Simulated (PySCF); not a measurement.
H2CN (doublet state).
Numbering: `[CH2:1]=[N:2]` (hydrogens: H3, H4 on C1)

Level of theory: UHF, IGLO-III on C N, pcH-1 on H, non-relativistic, mean-field spin-orbit, GIAO (PySCF 2.14.0). Geometry: PBE0-D3(BJ)/def2-SVP; no solvent, vibrations or thermal averaging.

Output of the driver script (its header reads UKS for Hartree–Fock too). Atoms in this output count from 0.

```
UKS, final grid
  cycle   1  E = -93.39618770  |g| = 2.71e-01
  cycle   2  E = -93.44400486  |g| = 1.71e-01
  cycle   3  E = -93.45852057  |g| = 5.45e-02
  cycle   4  E = -93.46234541  |g| = 2.23e-02
  cycle   5  E = -93.46336962  |g| = 1.40e-02
  cycle   6  E = -93.46395955  |g| = 1.22e-02
  cycle   7  E = -93.46470140  |g| = 1.12e-02
  cycle   8  E = -93.46641428  |g| = 7.78e-03
  cycle   9  E = -93.46716153  |g| = 2.52e-03
  cycle  10  E = -93.46709798  |g| = 2.85e-03
  cycle  11  E = -93.46716783  |g| = 8.89e-04
  cycle  12  E = -93.46717054  |g| = 4.17e-04
  cycle  13  E = -93.46717173  |g| = 5.94e-05
  cycle  14  E = -93.46717175  |g| = 1.83e-05
  cycle  15  E = -93.46717175  |g| = 1.23e-05
internal stability: stable
E = -93.46717175 Eh   <S^2> = 0.9503 (exact 0.7500)
g shifts (ppm)      1          2          3
  rmc          -238       -238       -238
  gc             47          0         19
  oz_so        -813        838       2565
  total       -1005        600       2346
hyperfine (MHz)  atom isotope    a_iso     a_fc   dipolar eigenvalues
    0   13C    -194.68    -194.68    -71.04     21.07     49.98
    1   14N      68.24      68.24    -63.45     -4.44     67.90
    2    1H     254.58     254.58    -19.23     -3.63     22.85
    3    1H     254.45     254.45    -19.21     -3.62     22.83
```

Q: Can this result be taken as it stands? Point to the evidence in the output.

A: No. ⟨S²⟩ = 0.950 is 27 % above the exact 0.750: the determinant holds components of higher spin, so its spin density, and the couplings taken from it, aren't those of a pure doublet state. Most negative Mulliken spin population: C1 (-0.82), with atoms counted from 1. At the same geometry and basis B3LYP gives ⟨S²⟩ = 0.760, g_iso = 2.0028 (here 2.0030) and a(13C, atom 0 as the log counts) = -70.4 MHz (here -194.7, class means).
